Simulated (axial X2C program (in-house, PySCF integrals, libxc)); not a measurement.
**Spectroscopic constants of BC⁺**

All values were computed with an axial X2C code built on PySCF integrals. Spin-free means the one-electron spin-free X2C Hamiltonian; two-component (2c) means X2C with spin–orbit coupling and atomic mean-field two-electron Coulomb and Gaunt terms, so the difference of the two also holds small scalar two-electron terms. Basis: C dyall-v3z [7s6p2d1f], B dyall-v3z [7s6p2d1f] (cores contracted in-house); Gaussian nuclei, density fitting, unrestricted open shells. Masses: C 12.000 u, B 11.009 u.

Input file and command:
```json
{"zs": [6, 5], "q": 1, "bas": ["dyall-v3z", "dyall-v3z"], "levels": ["PBE0", "HF", "BLYP"], "cc": true, "r0": 1.45, "thr": -2.0, "nmax": 90, "npts": 10, "nst": 2, "ntry": 6}
```
```bash
python so2c.py task.json out
```

Keys: zs atomic numbers; q charge; bas basis sets; levels methods; cc coupled cluster on or off; r0 starting distance in Å; thr threshold in hartree for freezing inner shells (an s shell follows its p shell); nmax most natural virtual spinors; npts points on the curve; nst determinants followed; ntry starts of the search. HF also brings MP2.

State, spin-free: M_S = 2, Λ = 0 (beyond evenly filled blocks: 2 × σα, π+α, π-α); electrons by block: σα: 5, σβ: 3, π+α: 1, π-α: 1. Fragments: C + B+.

State, 2c: Ω = 2 (⟨Sz⟩ = 2.00, ⟨Lz⟩ = 0.00 at PBE0); electrons by block: 1/2: 5, -1/2: 4, 3/2: 1. Fragments: C + B+.

```tsv
Hamiltonian	level	Re (Å)	ωe (cm⁻¹)	k (mdyn/Å)	μ (D)
spin-free	PBE0	1.431	1425.3	6.87	0.68
spin-free	HF	1.417	1494.1	7.55	1.07
spin-free	MP2	1.428	1456.2	7.17	n/a
spin-free	CCSD	1.434	1422.5	6.84	n/a
spin-free	CCSD(T)	1.437	1402.9	6.66	n/a
spin-free	BLYP	1.445	1349.1	6.16	0.63
2c	PBE0	1.431	1425.2	6.87	0.68
2c	HF	1.417	1494.1	7.55	1.07
2c	MP2	1.428	1456.1	7.17	n/a
2c	CCSD	1.434	1422.4	6.84	n/a
2c	CCSD(T)	1.438	1402.9	6.66	n/a
2c	BLYP	1.445	1349.1	6.16	0.63
```

Correlated methods: 6 electrons correlated (number of frozen shells: C 1 s; B 1 s), 154 virtual spin orbitals or spinors in MP2, 66 natural virtuals in coupled cluster.

Dipoles are positive if B is the positive end and refer to the centre of mass.

The state is one determinant whose occupation by symmetry is held fixed; it was picked as the lowest of a PBE0 search that is not exhaustive. De is not given where an atomic determinant may have missed its ground term or J level, or where the truncated virtual space spoils (T). Density functionals use the spin component along the axis (collinear). Coupled cluster ran in a truncated set of natural virtual spinors; the MP2 energy of the rest was added. (T) has no such correction and the atoms are truncated less, which lowers De at CCSD(T) by a hundredth of an eV or more. PBE0 can misorder states that lie within some tenths of an eV, so this need not be the ground state of the molecule. The nearest other spin-free determinant of the search, M_S = 1, Λ = 0, lies 0.71 eV up at the distance of the search. The functionals have no current-density term, which raises determinants with orbital currents, atoms included. The spin of this state cannot come from the lowest atoms; the curve heads to a higher limit, and no De is given. With several unpaired electrons one determinant need not be a pure state. Open-shell Ω = 0 determinants with evenly filled partner blocks cannot be reached by this program, so the Ω shown need not be the lowest component.

Rough cost a point (2c) on 1 thread(s) of a shared host, integrals apart: PBE0 0.12 s, CCSD(T) 0.6 s, BLYP 0.09 s.

The whole task took 23 s on 1 thread of Intel(R) Xeon(R) Processor @ 2.30GHz, with other jobs on the host.
